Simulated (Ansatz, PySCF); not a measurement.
System: P2, charge 0, singlet. P2 (phosphanylidynephosphane, SMILES P#P).
B3LYP-D3(BJ)/def2-TZVP minimum from Ansatz (a program for electronic structure):
```
P
P 1 1.8895
```

Total energies in hartree (Ansatz). Radicals and triplets start from unrestricted determinants; spin-orbit coupling is neglected. Cores are frozen in correlated methods. No relativity. The restricted determinant of P2 (P#P, singlet) is unstable towards broken spin symmetry in at least one set run.

| species | HF/cc-pV(T+d)Z | CCSD(T)/cc-pV(T+d)Z | HF/cc-pV(Q+d)Z | CCSD(T)/cc-pV(Q+d)Z | CCSD(T)/cc-pV(5+d)Z | CCSDT(Q)/cc-pV(5+d)Z |
|---|---|---|---|---|---|---|
| 1: P2 (phosphanylidynephosphane, SMILES P#P) | -681.49314 | -681.81064 | -681.49904 | -681.83427 | -681.84184 | -681.84462 |
| 2: P (quartet) | -340.71631 | -340.82157 | -340.71872 | -340.82830 | -340.83035 | -340.83119 |

Problem. Work out the enthalpy of formation at 298 K (by atomisation, with ideal-gas terms from PySCF's Hessian at B3LYP-D3(BJ)/def2-TZVP and the atoms' measured values of the G2/97 table; no spin-orbit terms) in kcal/mol: take Hartree-Fock from cc-pV(Q+d)Z, extrapolate the CCSD(T) correlation energy as X^-3 (X = 3, 4), and add CCSDT(Q) - CCSD(T) in cc-pV(5+d)Z. The further terms named in the bracket sum to +0.24153 hartree. 1 hartree = 627.51 kcal/mol.

Solution. 
Species 1: correlation (64·(-0.33523) - 27·(-0.31750))/37 = -0.34817; step -0.00278; E1 = -681.49904 + (-0.34817) + (-0.00278) = -681.84999
Species 2: correlation (64·(-0.10958) - 27·(-0.10526))/37 = -0.11273; step -0.00084; E2 = -340.71872 + (-0.11273) + (-0.00084) = -340.83229
+1·E1 -2·E2 +0.24153 = 0.05612 hartree = 35.2 kcal/mol. Measured: 34.3 kcal/mol, 143.5 kJ/mol (G2/97 table in ASE (Curtiss et al.)). The composite differs from it by +0.9 kcal/mol; core, relativistic and spin-orbit terms are not in it.
